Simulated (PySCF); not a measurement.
**How methods differ on the ionisation energy of O**

O [He] 2s2 2p4 (3P) → O⁺ [He] 2s2 2p3 (4S), as a difference of total energies. Computed with PySCF 2.14 in aug-cc-pwCVDZ, with the non-relativistic Hamiltonian (point nucleus). Correlated levels: valence: 1s2 frozen. The calculations carry no spin-orbit coupling.

| method | ionisation energy (eV) | plus first-order spin-orbit estimate | error of that sum (eV) |
| --- | --- | --- | --- |
| UHF | 12.049 | 12.058 | -1.560 |
| MP2 (valence) | 13.104 | 13.113 | -0.505 |
| SCS-MP2 (valence) | 13.132 | 13.141 | -0.477 |
| CCSD (valence) | 13.120 | 13.129 | -0.489 |
| CCSD(T) (valence) | 13.151 | 13.160 | -0.458 |
| CCSDT (valence) | 13.155 | 13.164 | -0.454 |

Reference: 13.618 eV (measured; NIST Atomic Spectra Database, ionization energies).

A first-order spin-orbit estimate (lowest level to lowest level, LS coupling) adds 0.009 eV.

Errors of the correlated levels include the incompleteness of this basis and the frozen core.
